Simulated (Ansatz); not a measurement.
Results of r²SCAN (plane waves, PAW; Ansatz, a program for electronic structure) for zinc-blende InAs.

The same calculation (at the measured cell, 27.791 Å³/atom) with different numerical settings:

```json
[
 {"run": "1", "k mesh": "4×4×4", "zone-centre TO phonon frequency (cm⁻¹)": "218.1", "rough time": "40 core-s"},
 {"run": "2", "k mesh": "6×6×6", "zone-centre TO phonon frequency (cm⁻¹)": "217.5", "rough time": "80 core-s"},
 {"run": "3", "k mesh": "8×8×8", "zone-centre TO phonon frequency (cm⁻¹)": "217.4", "rough time": "2 core-min"},
 {"run": "4", "k mesh": "12×12×12", "zone-centre TO phonon frequency (cm⁻¹)": "217.3", "rough time": "6 core-min"},
 {"run": "5", "k mesh": "16×16×16", "zone-centre TO phonon frequency (cm⁻¹)": "217.3", "rough time": "10 core-min"},
 {"run": "6", "k mesh": "20×20×20", "zone-centre TO phonon frequency (cm⁻¹)": "217.3", "rough time": "30 core-min"}
]
```

In the column zone-centre TO phonon frequency the first row differs from the last by +0.8 and the next to last by 0.0.

The last row is no converged limit: other settings stay fixed.
